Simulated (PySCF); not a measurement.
**NaC (quartet) at other levels of theory**

Aim: see what other levels and later steps give for NaC (quartet).

Program: PySCF 2.14.0. Level of theory: each script names its method and basis. These are calculated values, not measurements.

2 further runs of the same task are left out: 2 that didn't finish.

**1. Where the work starts**

NaC (quartet): 2 atoms, charge 0, spin multiplicity 4.

Bond lengths: Na1–C2 2.285 Å.

**2. The run that the others are compared with**

input.py reads:

```python
from pyscf import gto, scf
from pyscf.prop.polarizability import uhf as pol

mol = gto.M(
    atom='Na 0 0 0; C 0 0 2.285',
    basis='lanl2dz',
    ecp={'Na': 'lanl2dz'},
    charge=0,
    spin=3,
    symmetry=True,
    verbose=4,
)
mf = scf.UHF(mol)
mf.kernel()
print('polarizability (a.u.)')
print(pol.Polarizability(mf).polarizability().round(4))
mf.dip_moment()
print('orbital energies (hartree):', [e[max(0, n-3):n+3].round(4) for e, n in zip(mf.mo_energy, mol.nelec)])
```

Run with:

```sh
> OMP_NUM_THREADS=1 python input.py
```

**3. Slater, (UKS)**

Edit 1 changes functional: none (Hartree–Fock) → slater,; SCF type: UHF → UKS; step after the SCF: polarizability → analyze.

input.py reads:

```python
from pyscf import gto, dft

mol = gto.M(
    atom='Na 0 0 0; C 0 0 2.285',
    basis='lanl2dz',
    ecp={'Na': 'lanl2dz'},
    charge=0,
    spin=3,
    symmetry=True,
    verbose=4,
)
mf = dft.UKS(mol, xc='slater,')
mf.kernel()
mf.mulliken_pop()
mf.dip_moment()
print('orbital energies (hartree):', [e[max(0, n-3):n+3].round(4) for e, n in zip(mf.mo_energy, mol.nelec)])
```

**4. RHF**

Edit 2 changes SCF type: UHF → RHF.

input.py reads:

```python
from pyscf import gto, scf
from pyscf.prop.polarizability import rhf as pol

mol = gto.M(
    atom='Na 0 0 0; C 0 0 2.285',
    basis='lanl2dz',
    ecp={'Na': 'lanl2dz'},
    charge=0,
    spin=3,
    symmetry=True,
    verbose=4,
)
mf = scf.RHF(mol)
mf.kernel()
print('polarizability (a.u.)')
print(pol.Polarizability(mf).polarizability().round(4))
mf.dip_moment()
print('orbital energies (hartree):', mf.mo_energy[..., max(0, mol.nelec[1]-3):mol.nelec[0]+3].round(4))
```

**5. B3lyp (UKS)**

Edit 3 changes functional: none (Hartree–Fock) → b3lyp; SCF type: UHF → UKS; step after the SCF: polarizability → analyze.

input.py reads:

```python
from pyscf import gto, dft

mol = gto.M(
    atom='Na 0 0 0; C 0 0 2.285',
    basis='lanl2dz',
    ecp={'Na': 'lanl2dz'},
    charge=0,
    spin=3,
    symmetry=True,
    verbose=4,
)
mf = dft.UKS(mol, xc='b3lyp')
mf.kernel()
mf.mulliken_pop()
mf.dip_moment()
print('orbital energies (hartree):', [e[max(0, n-3):n+3].round(4) for e, n in zip(mf.mo_energy, mol.nelec)])
```

**6. Hse06 (UKS)**

Edit 4 changes functional: none (Hartree–Fock) → hse06; SCF type: UHF → UKS; step after the SCF: polarizability → analyze.

input.py reads:

```python
from pyscf import gto, dft

mol = gto.M(
    atom='Na 0 0 0; C 0 0 2.285',
    basis='lanl2dz',
    ecp={'Na': 'lanl2dz'},
    charge=0,
    spin=3,
    symmetry=True,
    verbose=4,
)
mf = dft.UKS(mol, xc='hse06')
mf.kernel()
mf.mulliken_pop()
mf.dip_moment()
print('orbital energies (hartree):', [e[max(0, n-3):n+3].round(4) for e, n in zip(mf.mo_energy, mol.nelec)])
```

**7. TDA**

Edit 5 changes step after the SCF: polarizability → tda; number of roots: none → 8.

input.py reads:

```python
from pyscf import gto, scf, tdscf

mol = gto.M(
    atom='Na 0 0 0; C 0 0 2.285',
    basis='lanl2dz',
    ecp={'Na': 'lanl2dz'},
    charge=0,
    spin=3,
    symmetry=True,
    verbose=4,
)
mf = scf.UHF(mol)
mf.kernel()
td = tdscf.TDA(mf)
td.nstates = 8
td.kernel()
td.analyze(verbose=3)
mf.dip_moment()
print('orbital energies (hartree):', [e[max(0, n-3):n+3].round(4) for e, n in zip(mf.mo_energy, mol.nelec)])
```

**8. X3lyp (UKS)**

Edit 6 changes functional: none (Hartree–Fock) → x3lyp; SCF type: UHF → UKS; step after the SCF: polarizability → analyze.

input.py reads:

```python
from pyscf import gto, dft

mol = gto.M(
    atom='Na 0 0 0; C 0 0 2.285',
    basis='lanl2dz',
    ecp={'Na': 'lanl2dz'},
    charge=0,
    spin=3,
    symmetry=True,
    verbose=4,
)
mf = dft.UKS(mol, xc='x3lyp')
mf.kernel()
mf.mulliken_pop()
mf.dip_moment()
print('orbital energies (hartree):', [e[max(0, n-3):n+3].round(4) for e, n in zip(mf.mo_energy, mol.nelec)])
```

Q: Predict the outcome of this session. Wanted: for each run, E(SCF); from base; gap, α spin; SCF dipole; after the SCF.

As calculated:

| run | E(SCF) (hartree) | from base (eV) | cycles | gap, α spin (eV) | SCF dipole (D) | after the SCF |
| --- | --- | --- | --- | --- | --- | --- |
| base | -37.911326 | 0 | 11 | 7.47 | 8.82 | n/a |
| slater, (UKS) (poor choice) | -37.341874 | not comparable | 9 | 1.12 | 6.77 | n/a |
| RHF | -37.910013 | +0.0357 | 20 | n/a | 8.78 | n/a |
| b3lyp (UKS) | -38.107343 | not comparable | 8 | 2.48 | 7.80 | n/a |
| hse06 (UKS) | -38.060745 | not comparable | 8 | 2.19 | 7.97 | n/a |
| TDA | -37.911326 | 0.0000 | 11 | 7.47 | 8.82 | lowest root found 3.17 eV |
| x3lyp (UKS) | -38.087435 | not comparable | 8 | 2.58 | 7.84 | n/a |

What this shows: The α-spin gap between the frontier levels is 2.5 eV with b3lyp (20 % exact exchange) and 2.6 eV with x3lyp (22 %). A lower total energy from another functional means nothing by itself. Rows marked «poor choice» come from settings spoiled on purpose.
